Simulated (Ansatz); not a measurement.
Mulliken charges of H2P radical from PBE/def2-TZVPP in Ansatz (PBE0-D4/def2-TZVP geometry).

| atom | x (Å) | y (Å) | z (Å) | charge (e) |
| --- | --- | --- | --- | --- |
| P1 | 0.000 | 0.000 | 0.124 | -0.087 |
| H2 | 0.000 | 1.020 | -0.870 | 0.044 |
| H3 | 0.000 | -1.020 | -0.870 | 0.044 |

By hand: the dipole of these point charges (1 e Å = 4.8032 D).

Σ q r = (0.000, 0.000, -0.087) e Å, of length 0.087 e Å = 0.42 D.

How does the dipole of the full density compare? (Best estimate.)

The calculation gave: (0.000, 0.000, -0.125) e Å, 0.60 D; the point charges give 0.70 times that, at 0° from its direction.

Point charges leave out the atoms' own dipoles, such as those of lone pairs, and Mulliken's split depends on the basis, so the two needn't agree.
